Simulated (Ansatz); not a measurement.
We consider zinc-blende CdTe, described by PBE (Ansatz, a program for electronic structure, plane waves, PAW).

The same calculation (at the measured cell, 34.012 Å³/atom) with different numerical settings:

```csv
run,k mesh,zone-centre TO phonon frequency (cm⁻¹)
1,4×4×4,145.7
2,6×6×6,145.8
3,8×8×8,145.8
4,12×12×12,145.8
5,16×16×16,145.8
6,20×20×20,145.8
```

In the column zone-centre TO phonon frequency the first row differs from the last by -0.1 and the next to last by 0.0.

The last row is no converged limit: other settings stay fixed.
